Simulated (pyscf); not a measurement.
One four-centre exchange on the singlet surface with elements of a group swapped. CCSD(T)/def2-TZVPP + ΔMP2(QZVPP), kcal/mol, from the separated reactants. Single points on ωB97X-D3(BJ)/def2-SVP structures (PySCF, gas phase). MP2 and CC: frozen core, UHF for open shells. ΔMP2 is the change of the MP2 total energy from the triple- to the quadruple-zeta basis.

```
step                                                          barrier  reaction energy  imaginary mode (i cm⁻¹)
------------------------------------------------------------  -------  ---------------  -----------------------
`[FH]` + `[F][B]([F])[Cl]` → `[F][B]([F])[F]` + `[ClH]`          15.0            -15.3                      969
`[ClH]` + `[F][B]([Cl])[Cl]` -> `[Cl][B]([Cl])[Cl]` + `[FH]`        ?                ?                      973
```

Some entries are withheld; supply them.


- `[ClH]` + `[F][B]([Cl])[Cl]` -> `[Cl][B]([Cl])[Cl]` + `[FH]`, barrier: 32.1
- `[ClH]` + `[F][B]([Cl])[Cl]` -> `[Cl][B]([Cl])[Cl]` + `[FH]`, reaction energy: +13.5

Each row is the saddle that its search found. The CCSD(T) − MP2 part came from Ansatz, without density fitting, on the same reference.
